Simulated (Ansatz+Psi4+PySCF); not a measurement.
Results of a calculation; reference values are marked as such.
A run of Psi4 1.11 on singlet P₂ at this shape:

```yaml
atoms:
  - { symbol: P, position_ang: [0.0000, 0.0000, 1.1594] }
  - { symbol: P, position_ang: [0.0000, 0.0000, -1.1594] }
```

Its results:

| Item | Value |
| --- | --- |
| Converged | yes |
| Total energy | -681.39082 hartree |
| Spin squared of the determinant | 0.000 |
| Occupied orbitals by symmetry in an Abelian subgroup (alpha; beta) | 5 Ag 1 B2g 1 B3g 4 B1u 2 B2u 2 B3u; 5 Ag 1 B2g 1 B3g 4 B1u 2 B2u 2 B3u |

Q: Which input gives this output? Name the method, the orbitals and the basis set, and write the input.

A: RHF in cc-pV(T+d)Z. An unrestricted run that stays on the closed shell gives the same numbers.

```
molecule {
0 1
P 0.000000 0.000000 1.159370
P 0.000000 0.000000 -1.159370
}

set basis cc-pV(T+d)Z
set reference rhf
set scf_type pk
energy('scf')
```

Caution: stretched shape with no unrestricted run beside it, a lower state can exist; unrestricted orbitals would lower the determinant.
